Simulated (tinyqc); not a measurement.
Inside a calculation (part 2 of 3). Method: UHF in the sto-3g basis, for H2O, spin multiplicity 3. Computed by tinyqc, a small Python program that keeps every step (integrals from PySCF). Command: `OMP_NUM_THREADS=1 python tinyqc.py 22853 22854 out.jsonl` (the two numbers bound the seeds that draw the settings). One thread of a shared host (Intel(R) Xeon(R) Processor @ 2.60GHz), about 0.2 s of CPU time with the checks.

Geometry (angstrom):
```
atom         x          y         z
O     0.000000   0.000000  0.000000
H     0.000000   0.977000  0.947000
H     0.000000  -0.977000  0.947000
```

## Iteration 2: building the Fock matrix

D(alpha) after iteration 1:
```
            1O 1s      1O 2s    1O 2px     1O 2py     1O 2pz      2H 1s      3H 1s
1O 1s    1.063007  -0.273996  0.000000   0.000000  -0.014935   0.044100   0.044100
1O 2s   -0.273996   1.207238  0.000000   0.000000   0.095026  -0.280590  -0.280590
1O 2px   0.000000   0.000000  1.000000   0.000000   0.000000   0.000000   0.000000
1O 2py   0.000000   0.000000  0.000000   0.355666   0.000000   0.298248  -0.298248
1O 2pz  -0.014935   0.095026  0.000000   0.000000   1.061061  -0.180300  -0.180300
2H 1s    0.044100  -0.280590  0.000000   0.298248  -0.180300   0.782483   0.282284
3H 1s    0.044100  -0.280590  0.000000  -0.298248  -0.180300   0.282284   0.782483
```

D(beta) after iteration 1:
```
            1O 1s      1O 2s    1O 2px     1O 2py     1O 2pz      2H 1s      3H 1s
1O 1s    1.057531  -0.243766  0.000000   0.000000   0.032516  -0.004872  -0.004872
1O 2s   -0.243766   1.040351  0.000000   0.000000  -0.166928  -0.010241  -0.010241
1O 2px   0.000000   0.000000  0.000000   0.000000   0.000000   0.000000   0.000000
1O 2py   0.000000   0.000000  0.000000   0.610352   0.000000   0.266771  -0.266771
1O 2pz   0.032516  -0.166928  0.000000   0.000000   0.649884   0.244054   0.244054
2H 1s   -0.004872  -0.010241  0.000000   0.266771   0.244054   0.211030  -0.022169
3H 1s   -0.004872  -0.010241  0.000000  -0.266771   0.244054  -0.022169   0.211030
```

core Hamiltonian H = T + V (hartree):
```
             1O 1s      1O 2s     1O 2px     1O 2py     1O 2pz      2H 1s      3H 1s
1O 1s   -32.393091  -7.535207   0.000000   0.000000  -0.010694  -0.673334  -0.673334
1O 2s    -7.535207  -9.021047   0.000000   0.000000  -0.134144  -1.789213  -1.789213
1O 2px    0.000000   0.000000  -7.193640   0.000000   0.000000   0.000000   0.000000
1O 2py    0.000000   0.000000   0.000000  -7.246334   0.000000  -1.015235   1.015235
1O 2pz   -0.010694  -0.134144   0.000000   0.000000  -7.243147  -1.012731  -1.012731
2H 1s    -0.673334  -1.789213   0.000000  -1.015235  -1.012731  -3.825974  -0.644220
3H 1s    -0.673334  -1.789213   0.000000   1.015235  -1.012731  -0.644220  -3.825974
```

nuclear repulsion = 6.49350872 hartree

Given earlier and not repeated: Two-electron integrals (ij|kl) in chemists' order.

J_ij = sum D_kl (ij|kl) with D = D(alpha) + D(beta), K_ij = sum D_kl (ik|jl) for each spin; F = H + J - K(s); E = tr D H + tr D J / 2 - 0.5 sum_s tr D(s) K(s) + E_nn.

Coulomb J (hartree):
```
            1O 1s     1O 2s    1O 2px     1O 2py    1O 2pz     2H 1s      3H 1s
1O 1s   16.856330  3.154265  0.000000   0.000000  0.007327  0.280730   0.280730
1O 2s    3.154265  7.798980  0.000000   0.000000  0.111489  1.568281   1.568281
1O 2px   0.000000  0.000000  7.736166   0.000000  0.000000  0.000000   0.000000
1O 2py   0.000000  0.000000  0.000000   7.791582  0.000000  0.971308  -0.971308
1O 2pz   0.007327  0.111489  0.000000   0.000000  7.845652  0.970114   0.970114
2H 1s    0.280730  1.568281  0.000000   0.971308  0.970114  4.119742   0.593619
3H 1s    0.280730  1.568281  0.000000  -0.971308  0.970114  0.593619   4.119742
```

exchange K(alpha) (hartree):
```
           1O 1s     1O 2s    1O 2px     1O 2py    1O 2pz     2H 1s      3H 1s
1O 1s   4.905243  0.834702  0.000000   0.000000  0.001462  0.079236   0.079236
1O 2s   0.834702  1.349952  0.000000   0.000000  0.027172  0.289262   0.289262
1O 2px  0.000000  0.000000  1.154807   0.000000  0.000000  0.000000   0.000000
1O 2py  0.000000  0.000000  0.000000   0.756869  0.000000  0.230007  -0.230007
1O 2pz  0.001462  0.027172  0.000000   0.000000  1.170492  0.163128   0.163128
2H 1s   0.079236  0.289262  0.000000   0.230007  0.163128  0.681327   0.136159
3H 1s   0.079236  0.289262  0.000000  -0.230007  0.163128  0.136159   0.681327
```

exchange K(beta) (hartree):
```
           1O 1s      1O 2s    1O 2px     1O 2py     1O 2pz     2H 1s      3H 1s
1O 1s   4.871534   0.793817  0.000000   0.000000   0.001594  0.075162   0.075162
1O 2s   0.793817   1.145854  0.000000   0.000000  -0.042162  0.268150   0.268150
1O 2px  0.000000   0.000000  0.263841   0.000000   0.000000  0.000000   0.000000
1O 2py  0.000000   0.000000  0.000000   0.892628   0.000000  0.213194  -0.213194
1O 2pz  0.001594  -0.042162  0.000000   0.000000   0.911545  0.209824   0.209824
2H 1s   0.075162   0.268150  0.000000   0.213194   0.209824  0.348741   0.076301
3H 1s   0.075162   0.268150  0.000000  -0.213194   0.209824  0.076301   0.348741
```

F(alpha) (hartree):
```
             1O 1s      1O 2s     1O 2px     1O 2py     1O 2pz      2H 1s      3H 1s
1O 1s   -20.442004  -5.215644   0.000000   0.000000  -0.004829  -0.471840  -0.471840
1O 2s    -5.215644  -2.572018   0.000000   0.000000  -0.049827  -0.510194  -0.510194
1O 2px    0.000000   0.000000  -0.612281   0.000000   0.000000   0.000000   0.000000
1O 2py    0.000000   0.000000   0.000000  -0.211621   0.000000  -0.273935   0.273935
1O 2pz   -0.004829  -0.049827   0.000000   0.000000  -0.567987  -0.205745  -0.205745
2H 1s    -0.471840  -0.510194   0.000000  -0.273935  -0.205745  -0.387559  -0.186760
3H 1s    -0.471840  -0.510194   0.000000   0.273935  -0.205745  -0.186760  -0.387559
```

F(beta) (hartree):
```
             1O 1s      1O 2s    1O 2px     1O 2py     1O 2pz      2H 1s      3H 1s
1O 1s   -20.408296  -5.174760  0.000000   0.000000  -0.004961  -0.467766  -0.467766
1O 2s    -5.174760  -2.367921  0.000000   0.000000   0.019507  -0.489082  -0.489082
1O 2px    0.000000   0.000000  0.278686   0.000000   0.000000   0.000000   0.000000
1O 2py    0.000000   0.000000  0.000000  -0.347380   0.000000  -0.257121   0.257121
1O 2pz   -0.004961   0.019507  0.000000   0.000000  -0.309040  -0.252441  -0.252441
2H 1s    -0.467766  -0.489082  0.000000  -0.257121  -0.252441  -0.054974  -0.126903
3H 1s    -0.467766  -0.489082  0.000000   0.257121  -0.252441  -0.126903  -0.054974
```

total energy of this density = -74.69389351 hartree

## Iteration 2: diagonalisation and new density

X:
```
            1O 1s      1O 2s    1O 2px     1O 2py     1O 2pz      2H 1s      3H 1s
1O 1s    1.022753  -0.128926  0.000000   0.000000  -0.004040   0.013133   0.013133
1O 2s   -0.128926   1.074385  0.000000   0.000000   0.034125  -0.132569  -0.132569
1O 2px   0.000000   0.000000  1.000000   0.000000   0.000000   0.000000   0.000000
1O 2py   0.000000   0.000000  0.000000   1.027036   0.000000  -0.101267   0.101267
1O 2pz  -0.004040   0.034125  0.000000   0.000000   1.022196  -0.086593  -0.086593
2H 1s    0.013133  -0.132569  0.000000  -0.101267  -0.086593   1.054320  -0.047207
3H 1s    0.013133  -0.132569  0.000000   0.101267  -0.086593  -0.047207   1.054320
```

Diagonalise F' = X^T F X, C = X C', fill 6 alpha and 4 beta electrons from the bottom; D(s) = C_occ C_occ^T. Each column has its largest component positive (the first on a tie).

F' = X^T F X (alpha) (hartree):
```
            1          2          3          4          5          6          7
1  -20.072185  -2.666412   0.000000   0.000000  -0.017692  -0.027336  -0.027336
2   -2.666412  -1.626096   0.000000   0.000000  -0.001020  -0.197492  -0.197492
3    0.000000   0.000000  -0.612281   0.000000   0.000000   0.000000   0.000000
4    0.000000   0.000000   0.000000  -0.113375   0.000000  -0.271114   0.271114
5   -0.017692  -0.001020   0.000000   0.000000  -0.529205  -0.126365  -0.126365
6   -0.027336  -0.197492   0.000000  -0.271114  -0.126365  -0.230457  -0.104703
7   -0.027336  -0.197492   0.000000   0.271114  -0.126365  -0.104703  -0.230457
```

orbital energies (alpha) (hartree): MO1 -20.450201, MO2 -1.325532, MO3 -0.612281, MO4 -0.611223, MO5 -0.503028, MO6 -0.175691, MO7 0.263899

coefficients C (alpha):
```
              MO1        MO2       MO3        MO4        MO5        MO6        MO7
1O 1s    0.994608  -0.256577  0.000000   0.048331   0.000000   0.074802   0.000000
1O 2s    0.022398   0.989347  0.000000  -0.232785   0.000000  -0.416822   0.000000
1O 2px   0.000000   0.000000  1.000000   0.000000   0.000000   0.000000   0.000000
1O 2py   0.000000   0.000000  0.000000   0.000000   0.618258   0.000000   0.832509
1O 2pz   0.001257   0.060384  0.000000   0.859460   0.000000  -0.564573   0.000000
2H 1s   -0.002928   0.061813  0.000000   0.237295   0.484164   0.687201  -0.618483
3H 1s   -0.002928   0.061813  0.000000   0.237295  -0.484164   0.687201   0.618483
```

F' = X^T F X (beta) (hartree):
```
            1          2         3          4          5          6          7
1  -20.044016  -2.655429  0.000000   0.000000  -0.030046  -0.021224  -0.021224
2   -2.655429  -1.392995  0.000000   0.000000   0.109317  -0.264905  -0.264905
3    0.000000   0.000000  0.278686   0.000000   0.000000   0.000000   0.000000
4    0.000000   0.000000  0.000000  -0.257975   0.000000  -0.268051   0.268051
5   -0.030046   0.109317  0.000000   0.000000  -0.231395  -0.241585  -0.241585
6   -0.021224  -0.264905  0.000000  -0.268051  -0.241585   0.138481  -0.056396
7   -0.021224  -0.264905  0.000000   0.268051  -0.241585  -0.056396   0.138481
```

orbital energies (beta) (hartree): MO1 -20.415051, MO2 -1.133139, MO3 -0.473104, MO4 -0.436524, MO5 0.278686, MO6 0.398391, MO7 0.410007

coefficients C (beta):
```
              MO1        MO2        MO3        MO4       MO5        MO6        MO7
1O 1s    0.995149  -0.253667   0.000000   0.038482  0.000000   0.082812   0.000000
1O 2s    0.020211   0.982570   0.000000  -0.203494  0.000000  -0.447186   0.000000
1O 2px   0.000000   0.000000   0.000000   0.000000  1.000000   0.000000   0.000000
1O 2py   0.000000   0.000000   0.822539   0.000000  0.000000   0.000000  -0.631461
1O 2pz   0.001041  -0.013446   0.000000   0.824572  0.000000  -0.617220   0.000000
2H 1s   -0.002557   0.077150   0.296361   0.282761  0.000000   0.668185   0.727397
3H 1s   -0.002557   0.077150  -0.296361   0.282761  0.000000   0.668185  -0.727397
```

D(alpha) after iteration 2:
```
            1O 1s      1O 2s    1O 2px     1O 2py     1O 2pz      2H 1s      3H 1s
1O 1s    1.063007  -0.273996  0.000000   0.000000  -0.014935   0.044100   0.044100
1O 2s   -0.273996   1.207238  0.000000   0.000000   0.095026  -0.280590  -0.280590
1O 2px   0.000000   0.000000  1.000000   0.000000   0.000000   0.000000   0.000000
1O 2py   0.000000   0.000000  0.000000   0.382243   0.000000   0.299338  -0.299338
1O 2pz  -0.014935   0.095026  0.000000   0.000000   1.061061  -0.180300  -0.180300
2H 1s    0.044100  -0.280590  0.000000   0.299338  -0.180300   0.766799   0.297968
3H 1s    0.044100  -0.280590  0.000000  -0.299338  -0.180300   0.297968   0.766799
```

D(beta) after iteration 2:
```
            1O 1s      1O 2s    1O 2px     1O 2py     1O 2pz      2H 1s      3H 1s
1O 1s    1.056149  -0.236964  0.000000   0.000000   0.036178  -0.011234  -0.011234
1O 2s   -0.236964   1.007262  0.000000   0.000000  -0.180986   0.018213   0.018213
1O 2px   0.000000   0.000000  0.000000   0.000000   0.000000   0.000000   0.000000
1O 2py   0.000000   0.000000  0.000000   0.676570   0.000000   0.243769  -0.243769
1O 2pz   0.036178  -0.180986  0.000000   0.000000   0.680101   0.232117   0.232117
2H 1s   -0.011234   0.018213  0.000000   0.243769   0.232117   0.173743  -0.001917
3H 1s   -0.011234   0.018213  0.000000  -0.243769   0.232117  -0.001917   0.173743
```

## Iteration 49 (converged): orbitals

converged F(alpha) (hartree):
```
             1O 1s      1O 2s     1O 2px     1O 2py     1O 2pz      2H 1s      3H 1s
1O 1s   -20.378162  -5.198430   0.000000   0.000000  -0.006093  -0.470133  -0.470133
1O 2s    -5.198430  -2.521954   0.000000   0.000000  -0.060276  -0.505590  -0.505590
1O 2px    0.000000   0.000000  -0.574894   0.000000   0.000000   0.000000   0.000000
1O 2py    0.000000   0.000000   0.000000  -0.104400   0.000000  -0.267668   0.267668
1O 2pz   -0.006093  -0.060276   0.000000   0.000000  -0.527018  -0.207886  -0.207886
2H 1s    -0.470133  -0.505590   0.000000  -0.267668  -0.207886  -0.428790  -0.180583
3H 1s    -0.470133  -0.505590   0.000000   0.267668  -0.207886  -0.180583  -0.428790
```

converged F(beta) (hartree):
```
             1O 1s      1O 2s    1O 2px     1O 2py     1O 2pz      2H 1s      3H 1s
1O 1s   -20.349472  -5.168145  0.000000   0.000000  -0.005520  -0.467096  -0.467096
1O 2s    -5.168145  -2.352171  0.000000   0.000000   0.022847  -0.490098  -0.490098
1O 2px    0.000000   0.000000  0.307395   0.000000   0.000000   0.000000   0.000000
1O 2py    0.000000   0.000000  0.000000  -0.408097   0.000000  -0.241969   0.241969
1O 2pz   -0.005520   0.022847  0.000000   0.000000  -0.319411  -0.241535  -0.241535
2H 1s    -0.467096  -0.490098  0.000000  -0.241969  -0.241535  -0.007277  -0.134929
3H 1s    -0.467096  -0.490098  0.000000   0.241969  -0.241535  -0.134929  -0.007277
```

As before.

F' = X^T F X (alpha) (hartree):
```
            1          2          3          4          5          6          7
1  -20.009064  -2.662586   0.000000   0.000000  -0.017854  -0.027287  -0.027287
2   -2.662586  -1.576422   0.000000   0.000000  -0.010264  -0.193837  -0.193837
3    0.000000   0.000000  -0.574894   0.000000   0.000000   0.000000   0.000000
4    0.000000   0.000000   0.000000  -0.003857   0.000000  -0.269760   0.269760
5   -0.017854  -0.010264   0.000000   0.000000  -0.486880  -0.127701  -0.127701
6   -0.027287  -0.193837   0.000000  -0.269760  -0.127701  -0.277203  -0.093330
7   -0.027287  -0.193837   0.000000   0.269760  -0.127701  -0.093330  -0.277203
```

orbital energies (alpha) (hartree): MO1 -20.386279, MO2 -1.281929, MO3 -0.582742, MO4 -0.574894, MO5 -0.485838, MO6 -0.191948, MO7 0.298107

coefficients C (alpha):
```
              MO1        MO2        MO3       MO4        MO5        MO6        MO7
1O 1s    0.994633  -0.254393   0.059851  0.000000   0.000000   0.073588   0.000000
1O 2s    0.022302   0.978701  -0.286718  0.000000   0.000000  -0.408262   0.000000
1O 2px   0.000000   0.000000   0.000000  1.000000   0.000000   0.000000   0.000000
1O 2py   0.000000   0.000000   0.000000  0.000000   0.525119   0.000000   0.894183
1O 2pz   0.001332   0.074258   0.814261  0.000000   0.000000  -0.626517   0.000000
2H 1s   -0.002937   0.075307   0.285195  0.000000   0.547884   0.667359  -0.562813
3H 1s   -0.002937   0.075307   0.285195  0.000000  -0.547884   0.667359   0.562813
```

F' = X^T F X (beta) (hartree):
```
            1          2         3          4          5          6          7
1  -19.983906  -2.658400  0.000000   0.000000  -0.031039  -0.019706  -0.019706
2   -2.658400  -1.373611  0.000000   0.000000   0.111356  -0.273239  -0.273239
3    0.000000   0.000000  0.307395   0.000000   0.000000   0.000000   0.000000
4    0.000000   0.000000  0.000000  -0.327179   0.000000  -0.250500   0.250500
5   -0.031039   0.111356  0.000000   0.000000  -0.245230  -0.233336  -0.233336
6   -0.019706  -0.273239  0.000000  -0.250500  -0.233336   0.187053  -0.067431
7   -0.019706  -0.273239  0.000000   0.250500  -0.233336  -0.067431   0.187053
```

orbital energies (beta) (hartree): MO1 -20.356535, MO2 -1.117517, MO3 -0.494696, MO4 -0.428347, MO5 0.307395, MO6 0.419273, MO7 0.422000

coefficients C (beta):
```
              MO1        MO2        MO3        MO4       MO5        MO6        MO7
1O 1s    0.995031  -0.253788   0.000000   0.034675  0.000000   0.085499   0.000000
1O 2s    0.020688   0.980980   0.000000  -0.184182  0.000000  -0.458875   0.000000
1O 2px   0.000000   0.000000   0.000000   0.000000  1.000000   0.000000   0.000000
1O 2py   0.000000   0.000000   0.867245   0.000000  0.000000   0.000000  -0.568507
1O 2pz   0.001091  -0.019410   0.000000   0.845589  0.000000  -0.587931   0.000000
2H 1s   -0.002627   0.079559   0.241415   0.259510  0.000000   0.677275   0.747432
3H 1s   -0.002627   0.079559  -0.241415   0.259510  0.000000   0.677275  -0.747432
```

D(alpha) after iteration 49:
```
            1O 1s      1O 2s    1O 2px     1O 2py     1O 2pz      2H 1s      3H 1s
1O 1s    1.063007  -0.273996  0.000000   0.000000  -0.014935   0.044100   0.044100
1O 2s   -0.273996   1.207238  0.000000   0.000000   0.095026  -0.280590  -0.280590
1O 2px   0.000000   0.000000  1.000000   0.000000   0.000000   0.000000   0.000000
1O 2py   0.000000   0.000000  0.000000   0.275750   0.000000   0.287704  -0.287704
1O 2pz  -0.014935   0.095026  0.000000   0.000000   1.061061  -0.180300  -0.180300
2H 1s    0.044100  -0.280590  0.000000   0.287704  -0.180300   0.832561   0.232206
3H 1s    0.044100  -0.280590  0.000000  -0.287704  -0.180300   0.232206   0.832561
```

D(beta) after iteration 49:
```
            1O 1s      1O 2s    1O 2px     1O 2py     1O 2pz      2H 1s      3H 1s
1O 1s    1.055697  -0.234763  0.000000   0.000000   0.035332  -0.013806  -0.013806
1O 2s   -0.234763   0.996672  0.000000   0.000000  -0.174761   0.030194   0.030194
1O 2px   0.000000   0.000000  0.000000   0.000000   0.000000   0.000000   0.000000
1O 2py   0.000000   0.000000  0.000000   0.752113   0.000000   0.209366  -0.209366
1O 2pz   0.035332  -0.174761  0.000000   0.000000   0.715398   0.217891   0.217891
2H 1s   -0.013806   0.030194  0.000000   0.209366   0.217891   0.131963   0.015400
3H 1s   -0.013806   0.030194  0.000000  -0.209366   0.217891   0.015400   0.131963
```

## Convergence

Stop when the energy changes by less than 1e-10 hartree and every element of the error matrix X^T (F D S - S D F) X (for each spin) is below 3e-06.

Course of the cycle:
```
iteration   E (hartree)     change  largest element of the error matrix
1          -74.03048483          -                             1.57e-01
2          -74.69389351  -6.63e-01                             3.91e-02
3          -74.70107362  -7.18e-03                             1.05e-02
4          -74.70206611  -9.92e-04                             7.75e-03
5          -74.70252997  -4.64e-04                             6.04e-03
6          -74.70284831  -3.18e-04                             5.26e-03
7          -74.70308278  -2.34e-04                             4.58e-03
8          -74.70325741  -1.75e-04                             3.96e-03
9          -74.70338712  -1.30e-04                             3.41e-03
10         -74.70348283  -9.57e-05                             2.92e-03
11         -74.70355292  -7.01e-05                             2.50e-03
12         -74.70360388  -5.10e-05                             2.12e-03
13         -74.70364070  -3.68e-05                             1.80e-03
14         -74.70366713  -2.64e-05                             1.52e-03
...                 ...        ...                                  ...
36         -74.70373154  -1.04e-08                             3.00e-05
37         -74.70373155  -7.25e-09                             2.50e-05
38         -74.70373156  -5.04e-09                             2.08e-05
39         -74.70373156  -3.50e-09                             1.74e-05
40         -74.70373156  -2.44e-09                             1.45e-05
41         -74.70373156  -1.69e-09                             1.21e-05
42         -74.70373156  -1.18e-09                             1.01e-05
43         -74.70373156  -8.18e-10                             8.39e-06
44         -74.70373156  -5.68e-10                             7.00e-06
45         -74.70373156  -3.95e-10                             5.83e-06
46         -74.70373157  -2.75e-10                             4.86e-06
47         -74.70373157  -1.91e-10                             4.05e-06
48         -74.70373157  -1.33e-10                             3.38e-06
49         -74.70373157  -9.22e-11                             2.82e-06
```

PySCF UHF in the same basis, after a stability check = -74.70373157 hartree

Converged in 49 iterations.
